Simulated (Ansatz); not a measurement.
Job for Ansatz (an electronic-structure program): R-B3LYP/def2-TZVPP on SiH4 (SMILES [SiH4]), atoms moved off the minimum.

Ansatz 0.2 input:
```yaml
crystal:
  periodic: [false, false, false]
  atoms:
    - {symbol: Si, position_ang: [0.01577795, -0.05376077, 0.06182213]}
    - {symbol: H, position_ang: [-0.22768708, 1.13514433, -0.84888931]}
    - {symbol: H, position_ang: [-0.95914386, 0.13382909, 1.18003189]}
    - {symbol: H, position_ang: [1.56241568, -0.20876527, 0.31527331]}
    - {symbol: H, position_ang: [-0.49136393, -1.11838300, -0.76020886]}
basis:
  gaussian:
    orbitals: def2-TZVPP
hamiltonian:
  xc: {name: B3LYP}
scf: {lower_state_search: off}
output: {forces: true}
```

The head of its log:

```
WARN ansatz: RAYON_NUM_THREADS=1 ignored (pool sized by the plan → 1); use --threads N
Functional definition: B3LYP
these checks for a lower state are left out or cut short: stability, starts, cluster_reference, orbital_swaps, neighbouring_geometries, increment
integrals: 0.02 GiB planned
527 factors; their error is unknown
mean field: 0.22 GiB planned
mean field evaluation 1: about -7942.7598 eV, gradient 1.1e1 eV
mean field evaluation 2: about -7943.1198 eV, gradient 5.7e0 eV
```

Problem. Predict the final total energy.

Solution. -291.9084 hartree.
